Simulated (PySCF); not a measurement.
Atom-mapped SMILES (the numbers label the heavy atoms): `[CH3:1][C@H:2]1[CH+:3][CH:4]=[CH:5][CH2:6]1`. Each H is labelled by its parent atom. Ha(C6) is cis to C1 on the ring; Hb(C6) is trans to C1 on the ring.

Geometry: PBE0-D3(BJ)/def2-SVP; GIAO absolute shieldings from PySCF, gas phase, non-relativistic, averaged over equivalent atoms.

At WP04/pcSseg-1 (147 basis functions, 18 s wall time on 1 thread of an Arm Neoverse V1, shared host):
| atoms | σ (ppm) |
| --- | --- |
| C3 | -79.4 |
| C5 | -71.7 |
| C4 | 21.1 |
| C2 | 107.7 |
| C6 | 112.9 |
| C1 | 152.9 |
| H(C3) | 21.13 |
| H(C5) | 21.21 |
| H(C4) | 23.41 |
| Hb(C6) | 27.41 |
| H(C2) | 27.76 |
| Ha(C6) | 27.90 |
| H(C1) | 29.59 |

Estimate the result of repeating the calculation with B97-2/pcSseg-1.

Answers


```tsv
atoms	σ at B97-2/pcSseg-1	change
C3	-64.8	+14.6
C5	-57.3	+14.4
C4	34.9	+13.8
C2	120.4	+12.7
C6	123.7	+10.8
C1	166.4	+13.5
H(C3)	20.64	-0.49
H(C5)	20.70	-0.51
H(C4)	23.00	-0.41
Hb(C6)	27.11	-0.30
H(C2)	27.50	-0.26
Ha(C6)	27.68	-0.22
H(C1)	29.43	-0.16
```

The largest change is at C3 (carbocation centre). Cost: 147 basis functions, 18 s wall time on 1 thread of an Arm Neoverse V1, shared host. The order of the carbon signals is the same at both levels.
